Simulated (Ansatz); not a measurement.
# SiNO (quartet): the correlation ladder at a displaced geometry (v1), cc-pVDZ

One table from this session's results is given with a row withheld; the runs are named, their logs left out.

Method: cc-pVDZ, core rule «outside noble gas», up to 7 orbitals frozen; program: Ansatz 0.2.0, Gaussian basis.

The runs, in order: UHF; CCSD(T) on ROHF; CCSD(T) on UHF; BCCD(T) on ROHF; CISD as a restricted active space (open shells left free, so some higher excitations enter); CCSDT(Q) on ROHF; CCSDT(Q) on UHF.

35 further runs of the same task are left out: 11 for a known fault of the program, 10 that didn't finish, 14 set aside as unsound or not needed. Runs told in other sessions of the task aren't counted.

### The geometry

The geometry is a PBE0/def2-TZVP stationary point (not a proven minimum) with its atoms shifted at random (size 0.040 Å).

3 atoms, charge 0, spin multiplicity 4.

Atoms are counted from 1 here; the program's logs count them from 0.

Bond lengths: N1–O2 1.289 Å, O2–Si3 1.735 Å. Angles: N1–O2–Si3 131.2°.

The first run:

in.yaml

```yaml
crystal:
  periodic: [false, false, false]
  atoms:
    - {symbol: N, position_ang: [-0.022557, -0.311177, 1.626321]}
    - {symbol: O, position_ang: [-0.023390, 0.394876, 0.547700]}
    - {symbol: Si, position_ang: [0.024574, -0.069759, -1.123080]}
basis:
  gaussian: {orbitals: cc-pVDZ}
magnetization: {spin_polarized: true, initial_magnetization: 3}
hamiltonian: {xc: hf}
output: {orbitals: {seedname: orbitals}}
```

Run with:

```bash
$ ansatz run in.yaml --threads 1 --pin off --events-out ev --progress --plain --max-ram 2393MiB
```

Among the steps run: UHF; CCSD(T) on ROHF; CCSD(T) on UHF; BCCD(T) on ROHF; CISD as a restricted active space (open shells left free, so some higher excitations enter); CCSDT(Q) on ROHF; CCSDT(Q) on UHF.

One table of the session follows, with a row left open; its other results are not shown here.

It belongs to the step «Misses and costs». 

```
   method  from UCCSDT(Q) (kJ/mol)
     ROHF                        ?
      UHF                  +1018.7
     RMP2                   +115.7
     UMP2                   +120.2
     CISD                   +139.0
    RCCSD                    +37.8
    UCCSD                    +37.0
 RCCSD(T)                     +6.7
 UCCSD(T)                     +6.7
  BCCD(T)                     +6.1
   RCCSDT                     +3.5
   UCCSDT                     +3.3
RCCSDT(Q)                     +0.7
UCCSDT(Q)                        0
```

Estimate the missing values for ROHF.

As computed: from UCCSDT(Q) (kJ/mol): +1056.2. In the column «from UCCSDT(Q) (kJ/mol)» it is the highest.

Limits of these values: Restricted and unrestricted rows rest on different reference determinants; a gap between their highest levels can come from leftover correlation error, from unlike frozen cores or from another state.
